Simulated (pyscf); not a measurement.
PySCF, gas phase, ωB97X-D3(BJ)/def2-SVP geometries.

Question: Estimate the classical barrier height and the reaction energy of SnH₂ [singlet] + HCl -> Cl–SnH₃ at PBE/def2-TZVP. The step runs on the singlet surface, breaks Cl–H and forms Cl–Sn, H–Sn; take the separated reactants as zero.

Answer: ΔE‡ = 0.11 eV, ΔE = -1.62 eV. CCSD(T)/def2-TZVPP + ΔMP2(QZVPP) gives 0.45 eV and -1.74 eV. Zero-point energy shifts the barrier by +0.04 eV. It is an insertion, with an imaginary mode of 1182i cm⁻¹. On the reactant side the descent ends in an adduct with a Cl–Sn contact, 0.36 eV under the separated species and 0.76 eV under the saddle at ωB97X-D3(BJ)/def2-TZVP. What is counted as formed (Cl–Sn) is already present as a longer contact in the reactant adduct; forming that adduct is a step of its own. The same reactants have a lower exit, to Cl–SnH: [singlet] + H₂ (barrier -0.09 eV at ωB97M-D3(BJ), against +0.55 eV here). One saddle was located; it need not be the lowest between these sides. The CCSD(T) − MP2 part came from Ansatz, without density fitting, on the same reference. The frozen core leaves the outer d or s,p core shells of the metals and heavy elements correlated in the MP2 and CC values, and def2-TZVPP describes them poorly, which can shift differences by a few kcal/mol. Elements past Kr carry the def2 core potentials, without spin-orbit coupling.
